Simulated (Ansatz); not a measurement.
The input, for Ansatz 0.2.0:

```yaml
crystal:
  periodic: [false, false, false]
  atoms:
    - {symbol: Li, position_ang: [0.000000, 0.000000, 0.000000]}
    - {symbol: Mg, position_ang: [0.000000, 0.000000, 2.940100]}
basis:
  gaussian: {orbitals: def2-TZVPP}
magnetization: {spin_polarized: false, initial_magnetization: 3}
correlation: {method: fci, electrons: all}
output: {forces: true}
```

```sh
$ ansatz run in.yaml --threads 1 --pin off --events-out ev --progress --plain --max-ram 2393MiB
```

(1) One thing in this input was set wrong on purpose, beside settings that are merely unusual. What is the gravest fault, and what does the program do?

## Answers

(1) Too large for memory. How the run ends: out of memory.
```
732 factors; integrals over basis functions are off by at most 2.1e-7 eV
mean field evaluation 1: about -5631.1822 eV, gradient 4.8e0 eV
mean field evaluation 2: about -5631.1953 eV, gradient 4.8e0 eV
mean field evaluation 4: about -5632.0843 eV, gradient 9.4e-1 eV
mean field evaluation 8: about -5632.1241 eV, gradient 1.9e-1 eV
mean field evaluation 16: about -5632.1296 eV, gradient 2.6e-1 eV
mean field evaluation 32: about -5631.6225 eV, gradient 2.3e-6 eV
mean field evaluation 64: about -5631.1713 eV, gradient 3.5e0 eV
mean field evaluation 96: about -5632.1284 eV, gradient 4.0e-2 eV
mean field -5632.12864058 eV, -206.9769099473 hartree, gradient 2.1e-6 eV, S^2 3.750000; 12 other end points of the search recorded, 0 dependent functions left out
mean field evaluation 128: about -5631.7306 eV, gradient 2.5e0 eV
mean field evaluation 160: about -5631.8750 eV, gradient 7.7e-1 eV
reference -5632.12864058 eV, -206.9769099473 hartree; 9, 6 occupied and 42, 45 virtual orbitals, 732 factors
Error: with its determinants' occupation strings, the run needs 100.96 GiB of memory, and 2.33 GiB are given
refused for memory
```
